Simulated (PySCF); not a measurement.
Adding and removing an electron: F₂

RHF-MP2; basis F def2-TZVPPD; no relativity; PySCF 2.14. Neutral (RHF): singlet (closed shell), Re = 1.400 Å, ωe = 1003 cm⁻¹, De = 1.75 eV.

F₂⁺ (UHF): doublet (π ↑), Re = 1.351 Å, ωe = 880 cm⁻¹, De = 3.70 eV to F⁺ + F. The energies at the minima are -199.28705 hartree for F2 and -198.72499 for F₂⁺.

Problem. Work out the adiabatic ionisation energy, without and with harmonic zero-point energies (1 hartree = 27.2114 eV, 1 eV = 8065.5 cm⁻¹), and the change of the bond length.

Solution. At MP2: 0.56206 hartree = 15.294 eV between the minima; the zero-point term (880.0 − 1003.0)/2 cm⁻¹ = -0.008 eV makes it 15.287 eV. Re changes by -4.9 pm against the neutral. The electron leaves a π orbital, and the shorter bond of the ion fits an antibonding orbital, or a change in how ionic the bond is.

F₂⁻ (UHF): doublet (σ ↑), Re = 1.905 Å, ωe = 470 cm⁻¹, De = 1.08 eV to F + F⁻. The energies at the minima are -199.28705 hartree for F2 and -199.39409 for F₂⁻.

Problem. Work out the adiabatic electron affinity, without and with harmonic zero-point energies (1 hartree = 27.2114 eV, 1 eV = 8065.5 cm⁻¹), and the change of the bond length.

Solution. At MP2: 0.10704 hartree = 2.913 eV between the minima; the zero-point term (1003.0 − 470.0)/2 cm⁻¹ = +0.033 eV makes it 2.946 eV. Re changes by +50.5 pm against the neutral. The electron enters a σ orbital, and the ion is left as a loose complex of an ion and an atom.

Correlated steps freeze 2 core orbitals. Where the molecule has an RHF reference, its open-shell atoms are computed with UHF. States were picked by a PBE0 search and need not be the measured ground states.

Neutral and ion stand on different kinds of reference determinant, which adds to the error of the difference.
